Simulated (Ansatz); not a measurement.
Total energies of CH4O4, SMILES `OC(O)(O)O`.

```xyz
9

O     0.844    0.435   -1.004
C     0.000    0.000    0.000
O    -0.139   -1.374    0.057
O    -1.251    0.530   -0.255
O     0.546    0.408    1.202
H     1.745    0.245   -0.721
H    -0.703   -1.633   -0.679
H    -1.124    1.453   -0.500
H     0.082   -0.065    1.901
```

Charge 0, multiplicity 1. The structure was optimised at the PBE0-D4/def2-TZVP level. It is one conformer, not always the lowest. Basis def2-TZVPP, the Gaussian-basis code of Ansatz.

RPA on PBE orbitals: Hartree–Fock energy of these orbitals -339.76553 Eh, correlation -1.69570 Eh (frozen core).

| functional | energy without D4 (Eh) | D4 term (kJ/mol) |
| --- | --- | --- |
| LDA (SPW92) | -339.09517 | – |
| PBE | -341.22248 | -12.9 |
| revPBE | -341.46991 | -50.4 |
| B97M-V | -341.48782 | – |
| PBE0 | -341.22289 | -10.6 |
| r2SCANh | -341.39669 | -3.2 |
| r2SCAN0 | -341.36712 | -3.5 |
| HSE06 (plane-wave form) | -341.20781 | -9.7 |
| CAM-B3LYP | -341.47349 | -10.4 |
| LC-ωPBE | -341.39172 | – |
| ωB97X-V | -341.47123 | – |
| ωB97M-V | -341.48570 | – |
| B2PLYP | -341.35706 | – |
| PBE-QIDH | -341.17811 | – |

**Question.** Give the same for BLYP, r2SCAN, B3LYP, BHLYP. (An estimate is asked.)

**Answer.** The calculation gave: 
```tsv
functional	energy without D4 (Eh)	D4 term (kJ/mol)
BLYP	-341.51555	-30.1
r2SCAN	-341.41723	-3.1
B3LYP	-341.58113	-20.7
BHLYP	-341.40897	-13.4
```

B3LYP takes the VWN-RPA correlation (the form of Gaussian; ORCA's B3LYP/G). HSE06 is the plane-wave form, built on full-range PBE exchange. The double hybrids freeze the cores in their second-order part.

LC-ωPBE has ω = 0.4 bohr⁻¹.
